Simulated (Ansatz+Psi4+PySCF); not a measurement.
Values are calculated unless marked as measured or tabulated.
Input for PySCF 2.14.0:

```python
from pyscf import gto, scf, mp

mol = gto.M(atom="""
O 0.000000 0.000000 0.622980
O 0.000000 0.000000 -3.114890
""", basis='cc-pvtz', charge=0, spin=2)
mf = scf.UHF(mol)
mf.kernel()
pt = mp.MP2(mf, frozen=2).run()
print(mf.e_tot, pt.e_corr, pt.e_tot)
```

The script is written out from the run's settings.

The run gave:

```yaml
Converged: yes
Reference_energy: -149.01985 hartree
Correlation_energy: -1.75150 hartree
Total_energy: -150.77135 hartree
Spin_squared_of_the_determinant: 2.061
```

Messages of the program:
```
WARN: HOMO -0.389215343234753 >= LUMO -0.38921534323476
WARN: HOMO -0.389215343234753 >= LUMO -0.38921534323476
```

The reference isn't the lowest determinant (another lies 15.45 eV lower), but the same method gives a higher total on the lower determinant. Caution: bonds are stretched, where a single reference can fail.
